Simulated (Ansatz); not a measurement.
Species: C2H2, charge 0, singlet. C2H2 (acetylene, SMILES C#C).
B3LYP-D3(BJ)/def2-TZVP minimum from Ansatz (a first-principles code):
```xyz
4

C      0.0000     0.0000    -0.5984
C      0.0000     0.0000     0.5984
H      0.0000     0.0000     1.6611
H      0.0000     0.0000    -1.6611
```
Charge 0, spin multiplicity 1.

Quantity: atomisation energy (electronic, to ground-state atoms), in kcal/mol. Radicals and triplets start from unrestricted determinants; spin-orbit coupling is neglected. CBS(X,Y): correlation extrapolated as X^-3, Hartree-Fock from the larger set (Q,5: extrapolated as (X+1)exp(-9√X)). A bracket is a step between two methods taken in the basis named. The functionals are non-relativistic, so their misses hold any scalar relativity. Double hybrids freeze cores in their MP2 part. 'core' is core correlation in cc-pwCVTZ, 'X2C' scalar relativity in cc-pVTZ-DK, both at CCSD(T). Where a partner has so few electrons that a lower coupled-cluster level is exact, that level stands in.

CCSD(T)/CBS(cc-pVQZ,cc-pV5Z) + [CCSDT(Q) - CCSD(T)]/cc-pVTZ + [CCSDTQ - CCSDT(Q)]/cc-pVDZ + core + X2C (Ansatz) gives 405.0 kcal/mol.

Question: What does PBE/def2-TZVPD (Ansatz) give here, and how do the other levels compare?

Answer: PBE gives 414.2 kcal/mol, 9.2 kcal/mol above it. Differences of the others: r2SCAN/def2-TZVPD (Ansatz) -3.0; B3LYP/def2-TZVPD (Ansatz) -2.5; wB97M-V/def2-TZVPD (Ansatz) -1.2; B2PLYP/def2-TZVPD (Ansatz) -3.5; CCSD(T)/CBS(cc-pVQZ,cc-pV5Z) + core + X2C (Ansatz) 0.0 kcal/mol. Nearer than PBE: r2SCAN/def2-TZVPD, B3LYP/def2-TZVPD, wB97M-V/def2-TZVPD, B2PLYP/def2-TZVPD, CCSD(T)/CBS(cc-pVQZ,cc-pV5Z) + core + X2C.
